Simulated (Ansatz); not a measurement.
CHOSi, doublet in cc-pVDZ: errors against UCCSDT(Q)

Geometry: displaced at random from a stationary point.

```xyz
4

C     0.0897   -0.0131    2.1495
O    -0.0752    0.0840    1.0375
Si    0.0014   -0.0915   -1.4650
H     0.0845    1.3716   -1.2631
```

Basis cc-pVDZ; Ansatz 0.2.0. Correlated methods freeze the noble-gas cores, which leaves 15 electrons in 44 orbitals. R marks a restricted (for open shells ROHF) determinant, U an unrestricted one. Active spaces: frontier = (9e, 9o) about the gap.

Full CI isn't at hand for all of this; UCCSDT(Q) serves as the reference, and is uncertain by about the last step of the cluster series. The frozen core follows each run's orbitals, which can shift R against U totals by a few meV.

For open shells CISD is restricted-active-space CI with the open shells as a complete middle space.

* UHF ⟨S²⟩: 0.775
* T1 diagnostic (RCCSD): 0.0206
* largest doubles amplitude (RCCSD): 0.073
* T1 diagnostic (UCCSD): 0.0209

```json
{"level": "RHF", "E − E(UCCSDT(Q)) (kJ/mol)": "1061.3", "share of correlation (%)": "0.00", "wall time": "–"}
{"level": "UHF", "E − E(UCCSDT(Q)) (kJ/mol)": "1049.9", "share of correlation (%)": "1.07", "wall time": "–"}
{"level": "RMP2", "E − E(UCCSDT(Q)) (kJ/mol)": "119.2", "share of correlation (%)": "88.77", "wall time": "–"}
{"level": "UMP2", "E − E(UCCSDT(Q)) (kJ/mol)": "120.6", "share of correlation (%)": "88.64", "wall time": "–"}
{"level": "CISD", "E − E(UCCSDT(Q)) (kJ/mol)": "151.8", "share of correlation (%)": "85.70", "wall time": "8 s"}
{"level": "RCCSD", "E − E(UCCSDT(Q)) (kJ/mol)": "39.7", "share of correlation (%)": "96.26", "wall time": "–"}
{"level": "UCCSD", "E − E(UCCSDT(Q)) (kJ/mol)": "39.4", "share of correlation (%)": "96.29", "wall time": "–"}
{"level": "RCCSD(T)", "E − E(UCCSDT(Q)) (kJ/mol)": "5.6", "share of correlation (%)": "99.47", "wall time": "9.5 s"}
{"level": "UCCSD(T)", "E − E(UCCSDT(Q)) (kJ/mol)": "5.5", "share of correlation (%)": "99.48", "wall time": "12 s"}
{"level": "BCCD(T)", "E − E(UCCSDT(Q)) (kJ/mol)": "5.3", "share of correlation (%)": "99.50", "wall time": "4.3 s"}
{"level": "RCCSDT", "E − E(UCCSDT(Q)) (kJ/mol)": "3.1", "share of correlation (%)": "99.71", "wall time": "–"}
{"level": "UCCSDT", "E − E(UCCSDT(Q)) (kJ/mol)": "3.1", "share of correlation (%)": "99.71", "wall time": "–"}
{"level": "RCCSDT(Q)", "E − E(UCCSDT(Q)) (kJ/mol)": "0.4", "share of correlation (%)": "99.96", "wall time": "3.8 min"}
{"level": "CASSCF (frontier space)", "E − E(UCCSDT(Q)) (kJ/mol)": "668.4", "share of correlation (%)": "37.01", "wall time": "–"}
{"level": "MRCISD (frontier space)", "E − E(UCCSDT(Q)) (kJ/mol)": "69.2", "share of correlation (%)": "93.48", "wall time": "–"}
{"level": "MRCISD+Q (frontier space)", "E − E(UCCSDT(Q)) (kJ/mol)": "6.3", "share of correlation (%)": "99.40", "wall time": "23 s"}
```

The correlation energy at UCCSDT(Q), counted from RHF, is -10.999 eV. That run took 3.6 min on 1 thread of Arm Neoverse V1, shared host.

Times hold each run's SCF and search for its determinant on a shared host, so for small cases they say little of a method's own cost; they ran on 1 thread of Arm Neoverse V1. Some runs computed forces too.
